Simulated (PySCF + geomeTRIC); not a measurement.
Species: C2H, SMILES `[C]#C` (charge 0, multiplicity 2).

Question: Give a relaxed geometry from PySCF + geomeTRIC with PBE0-D4/def2-TZVP.

Answer: the end point of this relaxation (outside a Z-matrix the atoms follow the SMILES, hydrogens last).
Bonded distances (Å): C1–C2 1.200, C2–H3 1.066. Bond angles (°): C1–C2–H3 179.5.
